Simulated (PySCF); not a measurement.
Consider acrylonitrile, `C=CC#N` (C3H3N). Non-hydrogen atoms are numbered in `[CH2:1]=[CH:2][C:3]#[N:4]`.

Energies: ωB97X-D3(BJ)/ma-def2-TZVP (PySCF, density fitting, integration grid level 2) on PBE0-D3(BJ)/def2-SVP structures. Zero-point and thermal terms (298.15 K, 1 bar) come from unscaled PBE0-D3(BJ)/def2-SVP harmonic frequencies, with soft modes damped to free rotors in the entropy.

(1) What are the vertical and the adiabatic ionisation energy for forming the radical cation?

(2) Where does the unpaired spin of the relaxed radical cation sit?

(3) What oxidation potential follows in acetonitrile (IEF-PCM), given that Fc+/Fc comes at 4.54 V absolute with this functional and basis?

(4) How far is −ε(HOMO) from the vertical value by ΔSCF?

Answers

(1) 10.86 eV vertical and 10.68 eV adiabatic, the latter with zero-point energy.

(2) C1 (alkene carbon) 0.45, N4 (nitrile nitrogen) 0.45, C2 (alkene carbon) 0.24, C3 (nitrile carbon) -0.11 (intrinsic atomic orbital populations).

(3) In the gas phase ΔG of oxidation is 10.657 eV, and solvation is -26.2 kJ/mol for the parent and -284.9 kJ/mol for the product, so the absolute potential is 7.98 V, or 3.43 V against Fc+/Fc. Fc+/Fc in acetonitrile, 4.54 V, is ωB97X-D3(BJ)/ma-def2-TZVP on PBE0-D3(BJ)/def2-SVP structures with GFN2-xTB thermal terms. Benchmark calculations put it near 5.0 V in acetonitrile and DMSO, so it is about 0.5 V low, and the value against it can read up to that much too high. The solvent is electrostatics only, on gas-phase structures; the absolute scale refers to an electron at rest in vacuum.

(4) −ε(HOMO) = 10.79 eV, which is 0.07 eV below the ΔSCF value.

Differences come from unrounded values, so a last digit can differ from that of the printed terms.
